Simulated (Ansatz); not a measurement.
Fluorite SrCl2, treated with r²SCAN0 in Ansatz (plane waves, PAW).

Run with plane-wave cutoff 520 eV, 6×6×6 k mesh, Fermi–Dirac smearing 0.01 eV, scalar-relativistic PAW data made under PBE.

Results at a series of volumes:

```csv
V (Å³/atom),E − E_lowest (meV/atom)
26.918,9.24
27.608,2.30
28.334,0.00
29.043,2.06
29.751,7.81
```

Problem. What bulk modulus B0 and pressure derivative B′ does a third-order Birch–Murnaghan fit give?

Solution. V0 = 28.329 Å³/atom, B0 = 38.3 GPa, B′ = 4.5 (fit to the energies at full precision).

Measured, for comparison: bulk modulus 34.3 GPa (temperature not stated, no zero-point or thermal correction, from elastic constants; as tabulated in Kanchana et al., Calculated structural, elastic and electronic properties of …); equilibrium volume per atom 28.27 Å³/atom (room temperature, no zero-point or thermal correction; as tabulated in Kanchana et al., Calculated structural, elastic and electronic properties of …). Computed (rounded) less measured: bulk modulus +12 % (against room or unstated temperature, where such soft solids are markedly softer), equilibrium volume per atom +0.2 %.

Static lattice: no zero-point or thermal effects.

It cost roughly 5 core-minutes of CPU time.

Ansatz is a first-principles code.
